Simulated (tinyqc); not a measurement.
Inside a calculation. Method: Pariser-Parr-Pople SCF with singles CI, for the molecule C=C(Cl)C(=O)F (SMILES; centres numbered as the heavy atoms are written). Computed by tinyqc, a small Python program that keeps every step. Settings: charge = 0, gamma = Ohno, start = core, damping = 0, iteration cap = 86, excitations kept = 6. Command: `OMP_NUM_THREADS=1 python tinyqc.py 25150 25151 out.jsonl` (the two numbers bound the seeds that draw the settings). One thread of a shared host (Intel(R) Xeon(R) Processor @ 2.60GHz), about 0.01 s of CPU time with the checks. Later iterations appear only in the table of the cycle.

## PPP integrals

Centres (angstrom, eV; a flat drawing with bonds scaled to 1.40 angstrom):
```
centre          x          y  core charge z          W   gamma_rr
1C       1.400000   1.212000              1  11.160000  11.130000
2C       0.700000   0.000000              1  11.160000  11.130000
3Cl      1.400000  -1.212000              2  26.000000  13.000000
4C      -0.700000   0.000000              1  11.160000  11.130000
5O      -1.400000  -1.212000              1  17.700000  15.200000
6F      -1.400000   1.212000              2  39.000000  21.400000
```

Resonance integrals (eV):
```
i  j       beta
1  2  -2.390000
2  3  -1.590000
2  4  -2.390000
4  5  -2.510000
4  6  -2.100000
```

Ohno: gamma = 14.399645/sqrt(R^2 + a^2), a = 2 x 14.399645/(gamma_rr + gamma_ss); H_rr = -W_r - sum_(s != r) z_s gamma_rs; H_rs = beta for bonds.

repulsion gamma_rs (eV), order 1C, 2C, 3Cl, 4C, 5O, 6F:
```
[[11.130000, 7.554960, 5.329463, 5.239602, 3.728910, 4.903463],
 [7.554960, 11.130000, 7.828438, 7.553862, 5.413514, 5.578607],
 [5.329463, 7.828438, 13.000000, 5.328307, 4.831401, 3.792446],
 [5.239602, 7.553862, 5.328307, 11.130000, 8.106459, 8.694819],
 [3.728910, 5.413514, 4.831401, 8.106459, 15.200000, 5.650208],
 [4.903463, 5.578607, 3.792446, 8.694819, 5.650208, 21.400000]]
```

core matrix H (eV), order 1C, 2C, 3Cl, 4C, 5O, 6F:
```
[[-48.149324, -2.390000, 0.000000, 0.000000, 0.000000, 0.000000],
 [-2.390000, -58.496427, -1.590000, -2.390000, 0.000000, 0.000000],
 [0.000000, -1.590000, -56.902502, 0.000000, 0.000000, 0.000000],
 [0.000000, -2.390000, 0.000000, -60.106176, -2.510000, -2.100000],
 [0.000000, 0.000000, 0.000000, -2.510000, -55.912099, 0.000000],
 [0.000000, 0.000000, 0.000000, -2.100000, 0.000000, -71.411990]]
```

## Starting guess

pi electrons, sum of z_r less the charge = 8

Orbitals of the core matrix H.

P at the start, order 1C, 2C, 3Cl, 4C, 5O, 6F:
```
[[0.088125, 0.380711, -0.035841, 0.016588, -0.148177, -0.005260],
 [0.380711, 1.729093, 0.122011, 0.303458, -0.463862, -0.036626],
 [-0.035841, 0.122011, 1.931690, -0.180311, 0.287720, 0.022083],
 [0.016588, 0.303458, -0.180311, 1.517518, 0.777037, 0.059281],
 [-0.148177, -0.463862, 0.287720, 0.777037, 0.740863, -0.095677],
 [-0.005260, -0.036626, 0.022083, 0.059281, -0.095677, 1.992711]]
```

## Iteration 1: Fock matrix

F_rr = H_rr + P_rr gamma_rr / 2 + sum_(s != r) P_ss gamma_rs; F_rs = H_rs - P_rs gamma_rs / 2; E = tr P (H + F) / 2 + core repulsion sum_(r<s) z_r z_s gamma_rs.

F (eV), order 1C, 2C, 3Cl, 4C, 5O, 6F:
```
[[-3.815823, -3.828128, 0.095507, -0.043456, 0.276269, 0.012897],
 [-3.828128, -6.495782, -2.067576, -3.536140, 1.255561, 0.102160],
 [0.095507, -2.067576, -11.118303, 0.480378, -0.695045, -0.041875],
 [-0.043456, -3.536140, 0.480378, -4.513444, -5.659511, -2.357719],
 [0.276269, 1.255561, -0.695045, -5.659511, -7.698766, 0.270297],
 [0.012897, 0.102160, -0.041875, -2.357719, 0.270297, -15.305530]]
```

pi energy = -146.284071 eV

## Iteration 1: orbitals and new P

Diagonalise F (the basis is taken as orthonormal) and form P = 2 sum c c over the lowest orbitals.

orbital energies (eV): [-16.008080, -12.663762, -11.274200, -9.164459, -2.098879, 2.261732]

P after iteration 1, order 1C, 2C, 3Cl, 4C, 5O, 6F:
```
[[0.546973, 0.812566, -0.135142, 0.196597, -0.273210, -0.054278],
 [0.812566, 1.298314, 0.149480, 0.420423, -0.221167, -0.052261],
 [-0.135142, 0.149480, 1.965342, -0.140227, 0.086354, 0.019643],
 [0.196597, 0.420423, -0.140227, 0.835884, 0.839013, 0.184535],
 [-0.273210, -0.221167, 0.086354, 0.839013, 1.383116, -0.135141],
 [-0.054278, -0.052261, 0.019643, 0.184535, -0.135141, 1.970371]]
```

## Iteration 2: Fock matrix

As before.

F (eV), order 1C, 2C, 3Cl, 4C, 5O, 6F:
```
[[-5.623636, -5.459450, 0.360118, -0.515045, 0.509388, 0.133075],
 [-5.459450, -6.959795, -2.175099, -3.977908, 0.598647, 0.145773],
 [0.360118, -2.175099, -12.440176, 0.373586, -0.208606, -0.037248],
 [-0.515045, -3.977908, 0.373586, -3.965138, -5.910714, -2.902248],
 [0.509388, 0.598647, -0.208606, -5.910714, -8.927946, 0.381787],
 [0.133075, 0.145773, -0.037248, -2.902248, 0.381787, -17.867966]]
```

pi energy = -154.023605 eV

## Iteration 2: orbitals and new P

As before.

orbital energies (eV): [-18.598828, -14.341902, -12.548971, -11.030584, -1.717026, 2.452655]

P after iteration 2, order 1C, 2C, 3Cl, 4C, 5O, 6F:
```
[[0.822692, 0.901514, -0.187577, 0.189935, -0.285036, -0.057690],
 [0.901514, 1.108386, 0.184489, 0.363229, -0.089329, -0.039666],
 [-0.187577, 0.184489, 1.961822, -0.072979, 0.017016, 0.007825],
 [0.189935, 0.363229, -0.072979, 0.683902, 0.823300, 0.221184],
 [-0.285036, -0.089329, 0.017016, 0.823300, 1.460948, -0.142089],
 [-0.057690, -0.039666, 0.007825, 0.221184, -0.142089, 1.962250]]
```

## Iteration 3: Fock matrix

As before.

F (eV), order 1C, 2C, 3Cl, 4C, 5O, 6F:
```
[[-6.088835, -5.795452, 0.499842, -0.497591, 0.531436, 0.141441],
 [-5.795452, -6.733266, -2.312131, -3.761890, 0.241791, 0.110641],
 [0.499842, -2.312131, -12.945028, 0.194428, -0.041105, -0.014838],
 [-0.497591, -3.761890, 0.194428, -4.259373, -5.847025, -3.061577],
 [0.531436, 0.241791, -0.041105, -5.847025, -9.631397, 0.401416],
 [0.141441, 0.110641, -0.014838, -3.061577, 0.401416, -18.557456]]
```

pi energy = -154.878835 eV

## Iteration 3: orbitals and new P

As before.

orbital energies (eV): [-19.330021, -14.788437, -13.102872, -11.402088, -1.609923, 2.017987]

P after iteration 3, order 1C, 2C, 3Cl, 4C, 5O, 6F:
```
[[0.917184, 0.915875, -0.207938, 0.176987, -0.276652, -0.056710],
 [0.915875, 1.046802, 0.203778, 0.337275, -0.049311, -0.035662],
 [-0.207938, 0.203778, 1.955709, -0.042111, -0.008854, 0.002178],
 [0.176987, 0.337275, -0.042111, 0.642730, 0.818018, 0.237388],
 [-0.276652, -0.049311, -0.008854, 0.818018, 1.479720, -0.147203],
 [-0.056710, -0.035662, 0.002178, 0.237388, -0.147203, 1.957855]]
```

## Convergence

Stop when output and input P, before any damping, agree to 1e-7.

Course of the cycle:
```
iteration         E (eV)  largest |P(out) - P(in)|
1          -146.28407087                  6.82e-01
2          -154.02360480                  2.76e-01
3          -154.87883493                  9.45e-02
4          -154.97439612                  3.10e-02
5          -154.98635651                  1.04e-02
6          -154.98813396                  3.64e-03
7          -154.98843858                  1.32e-03
8          -154.98849595                  5.36e-04
9          -154.98850738                  2.57e-04
10         -154.98850973                  1.23e-04
11         -154.98851023                  5.85e-05
12         -154.98851033                  2.79e-05
13         -154.98851036                  1.32e-05
14         -154.98851036                  6.29e-06
15         -154.98851036                  2.99e-06
16         -154.98851036                  1.42e-06
17         -154.98851036                  6.72e-07
18         -154.98851036                  3.19e-07
19         -154.98851036                  1.51e-07
20         -154.98851036                  7.15e-08
```

Converged in 20 iterations.

## Converged orbitals

Charges are z - P_rr.

orbital energies (eV): [-19.668893, -14.980754, -13.370321, -11.494019, -1.610742, 1.807287]

coefficients, order 1C, 2C, 3Cl, 4C, 5O, 6F:
```
[[0.029708, 0.317803, 0.015549, 0.616487, 0.620387, 0.364610],
 [0.082723, 0.533212, -0.020316, 0.468193, -0.407925, -0.568174],
 [0.024686, 0.598521, -0.622063, -0.477816, 0.118891, 0.108435],
 [0.262993, 0.318754, 0.372692, -0.052887, -0.514723, 0.650072],
 [0.112934, 0.339095, 0.668150, -0.411560, 0.397509, -0.313752],
 [0.953806, -0.199675, -0.164496, 0.015871, 0.107837, -0.106981]]
```

pi charges: [0.035641, -0.021552, 0.051787, 0.375069, -0.487092, 0.046148]

## Singles CI, singlets

Over the 6 single excitations with the smallest orbital gaps: A = (e_a - e_i) delta + 2 (ia|jb) - (ij|ab), with (pq|rs) = sum c_mp c_mq gamma_mn c_nr c_ns. f = 2/3 w |mu|^2 in atomic units, mu = sqrt2 sum c_ia sum_m c_mi c_ma R_m.

singlet CI matrix (eV), order 4>5, 3>5, 4>6, 2>5, 3>6, 2>6:
```
[[5.198589, -0.301376, -0.076517, -0.153445, -0.306248, -0.131332],
 [-0.301376, 6.541344, -0.190584, 0.222690, 0.081312, 0.622709],
 [-0.076517, -0.190584, 7.509088, 0.105995, -0.062664, -0.114932],
 [-0.153445, 0.222690, 0.105995, 7.656948, 0.298017, -0.185609],
 [-0.306248, 0.081312, -0.062664, 0.298017, 9.247154, -0.091208],
 [-0.131332, 0.622709, -0.114932, -0.185609, -0.091208, 10.333964]]
```

singlet excitation energies (eV): [5.106369, 6.409393, 7.492404, 7.688117, 9.331088, 10.459717]

oscillator strengths: [0.625041, 0.367815, 0.115376, 0.011089, 0.125875, 0.033282]

## Singles CI, triplets

Over the 6 single excitations with the smallest orbital gaps: A = (e_a - e_i) delta - (ij|ab), with (pq|rs) = sum c_mp c_mq gamma_mn c_nr c_ns.

triplet CI matrix (eV), order 4>5, 3>5, 4>6, 2>5, 3>6, 2>6:
```
[[2.741161, 0.387782, -0.771898, -0.668719, -0.965277, -0.853447],
 [0.387782, 5.155567, -0.965277, -0.520142, 1.119890, 1.117458],
 [-0.771898, -0.965277, 6.260520, -0.853447, 0.381869, -0.464520],
 [-0.668719, -0.520142, -0.853447, 6.480458, 1.117458, -0.267878],
 [-0.965277, 1.119890, 0.381869, 1.117458, 8.125260, -0.572901],
 [-0.853447, 1.117458, -0.464520, -0.267878, -0.572901, 9.492744]]
```

triplet excitation energies (eV): [2.131673, 3.653442, 6.380037, 7.072705, 8.983593, 10.034261]
